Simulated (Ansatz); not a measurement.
Cost and result for the atomization energy of C$_{4}$H$_{7}$F (`FC1CCC1`) (12 atoms, 12 bonds).

```xyz
12

F    -0.1513    0.7148    1.9119
C    -0.7068    0.1569    0.7709
C     0.1196   -1.0389    0.2891
C     0.8437   -0.1021   -0.7017
C    -0.2811    0.9318   -0.4794
H    -1.7719    0.0177    0.9693
H     0.7123   -1.5378    1.0563
H    -0.5060   -1.7780   -0.2155
H     0.9883   -0.4690   -1.7180
H     1.8027    0.2437   -0.3151
H    -0.0014    1.9724   -0.3126
H    -1.0481    0.8884   -1.2553
```

Total charge 0; spin multiplicity 1. The geometry is a stationary point of PBE0-D4/def2-TZVP. Program: Ansatz. All runs use 4 threads of a server CPU on a shared host. Times are those of one run each, without the atoms' runs, and a repeat can differ threefold. Electronic energies, without spin–orbit coupling; frozen cores. CCSD(T)/CBS adds CCSD(T) − MP2 in def2-TZVPP to the MP2 limit, and its time is that of the two runs behind it. T1 = 0.010. B3LYP takes the VWN-RPA correlation (the form of Gaussian; ORCA's B3LYP/G).

CCSD(T)/CBS is a level of theory with its own doubt, some kJ/mol a heavy atom from the limit and from the frozen cores, so smaller differences don't rank the functionals.

```json
{"level": "PBE-D4/def2-TZVPP (with forces)", "functions": "253", "wall time": "2 s", "atomization (kJ/mol)": "4981.3", "difference from CCSD(T)/CBS": "130.8", "per bond": "10.9"}
{"level": "PBE0-D4/def2-TZVPP", "functions": "253", "wall time": "2.2 s", "atomization (kJ/mol)": "4904.1", "difference from CCSD(T)/CBS": "53.6", "per bond": "4.5"}
{"level": "B3LYP-D4/def2-TZVPP (with forces)", "functions": "253", "wall time": "3.4 s", "atomization (kJ/mol)": "4849.7", "difference from CCSD(T)/CBS": "-0.8", "per bond": "-0.1"}
{"level": "r2SCAN-D4/def2-TZVPP (with forces)", "functions": "253", "wall time": "3.5 s", "atomization (kJ/mol)": "4869.4", "difference from CCSD(T)/CBS": "18.9", "per bond": "1.6"}
{"level": "B2PLYP/def2-TZVPP", "functions": "253", "wall time": "4.1 s", "atomization (kJ/mol)": "4808.1", "difference from CCSD(T)/CBS": "-42.4", "per bond": "-3.5"}
{"level": "ωB97X-V/def2-TZVPP", "functions": "253", "wall time": "5.5 s", "atomization (kJ/mol)": "4870.4", "difference from CCSD(T)/CBS": "19.9", "per bond": "1.7"}
{"level": "ωB97M-V/def2-TZVPP (with forces)", "functions": "253", "wall time": "7 s", "atomization (kJ/mol)": "4873.1", "difference from CCSD(T)/CBS": "22.6", "per bond": "1.9"}
{"level": "MP2/def2-QZVPP", "functions": "495", "wall time": "18 s", "atomization (kJ/mol)": "4885.7", "difference from CCSD(T)/CBS": "35.2", "per bond": "2.9"}
{"level": "CCSD(T)/def2-TZVPP", "functions": "253", "wall time": "40 s", "atomization (kJ/mol)": "4744.4", "difference from CCSD(T)/CBS": "-106.1", "per bond": "-8.8"}
{"level": "CCSD(T)/CBS(def2)", "functions": "–", "wall time": "58 s", "atomization (kJ/mol)": "4850.5", "difference from CCSD(T)/CBS": "0.0", "per bond": "0.0"}
```

In def2-TZVPP, CCSD(T) changes the Hartree–Fock value by +1137.6 kJ/mol (the triples alone add +65.9 kJ/mol) and MP2 by +1216.7 kJ/mol; breaking electron pairs costs correlation energy, which Hartree–Fock lacks. The D4 term adds +31.9 kJ/mol with B3LYP and +16.5 kJ/mol with PBE0; it sums over pairs of atoms, weighted by their polarisabilities, and B3LYP, whose exchange is more repulsive, gets the larger term. From PBE to PBE0 (25 % exact exchange), in def2-TZVPP and without D4, the atomization energy moves by −73.7 kJ/mol: exact exchange takes away binding that semilocal exchange gives to molecules.
